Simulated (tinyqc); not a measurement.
LCCD on RHF in the sto-3g basis, frozen core, for LiH, spin multiplicity 1, step by step. One step of it, computed by the program tinyqc.

Problem. LCCD: starting amplitudes. t_ij^ab = <ij||ab> / (e_i + e_j - e_a - e_b), whose energy is MP2.

orbital energies (hartree): MO1 -2.356429, MO2 -0.262435, MO3 0.075262, MO4 0.163170, MO5 0.163170, MO6 0.472194

Two-electron integrals over orbitals (pq|rs), unique and non-zero (hartree); the lowest 1 orbital is frozen and left out:
```
(22|22) 0.469573    (32|22) -0.053378   (32|32) 0.016288    (33|22) 0.217290
(33|32) 0.010919    (33|33) 0.334290    (42|42) 0.022148    (43|42) 0.019635
(43|43) 0.041298    (44|22) 0.257667    (44|32) 0.009039    (44|33) 0.281142
(44|44) 0.312946    (52|52) 0.022148    (53|52) 0.019635    (53|53) 0.041298
(54|54) 0.016869    (55|22) 0.257667    (55|32) 0.009039    (55|33) 0.281142
(55|44) 0.279207    (55|55) 0.312946    (62|22) 0.115688    (62|32) -0.038448
(62|33) -0.017253   (62|44) -0.027785   (62|55) -0.027785   (62|62) 0.127203
(63|22) -0.053551   (63|32) 0.012590    (63|33) 0.036094    (63|44) 0.004761
(63|55) 0.004761    (63|62) -0.034926   (63|63) 0.027797    (64|42) -0.019235
(64|43) -0.013032   (64|64) 0.019768    (65|52) -0.019235   (65|53) -0.013032
(65|65) 0.019768    (66|22) 0.440975    (66|32) -0.046356   (66|33) 0.239680
(66|44) 0.263864    (66|55) 0.263864    (66|62) 0.116872    (66|63) -0.045282
(66|66) 0.440165
```

Give: Starting amplitudes; correlation energy.

Solution.

Starting amplitudes (spin orbitals 1a, 1b, ...; amplitudes related by a flip of all spins are not repeated):
```
from      to       t
2a 2b  6a 6b  -0.087
2a 2b  3a 6b   0.036
2a 2b  5a 5b  -0.026
2a 2b  4a 4b  -0.026
2a 2b  3a 3b  -0.024
```

correlation energy = -0.01532 hartree
